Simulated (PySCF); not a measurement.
SiH₄, SMILES [SiH4].

Coordinates come from a B3LYP-D3(BJ)/def2-TZVPD optimisation. The isomer is the one that the SMILES or the coordinates give; other isomers of the formula were not compared.

Lowest vertical singlet excitation by several levels in PySCF, with rough processor times relative to the cheapest run on one machine. Each run also gave further roots (ADC and EOM-CCSD ionised and attached states too); roots are paired by order and the bases differ. EOM-CCSD serves as a yardstick, not as the true value; all levels that ended soundly for this molecule are listed, with differences from unrounded values.

| level | relative cost |
|---|---|
| TDDFT-B3LYP/def2-TZVPD | 1 |
| TDDFT-CAM-B3LYP/def2-TZVPD | 2 |
| ADC(2)/aug-cc-pVDZ | 2 |
| EOM-CCSD/aug-cc-pVDZ | 3 |

### Question
Give S1 at each level and its distance from EOM-CCSD. (An estimate is asked for; the answer gives what the named calculation found.)

### Answer

| level | S1 (eV) | S1 minus EOM-CCSD (eV) |
|---|---|---|
| TDDFT-B3LYP/def2-TZVPD | 8.88 | -0.48 |
| TDDFT-CAM-B3LYP/def2-TZVPD | 9.14 | -0.22 |
| ADC(2)/aug-cc-pVDZ | 9.50 | 0.14 |
| EOM-CCSD/aug-cc-pVDZ | 9.36 | 0.00 |
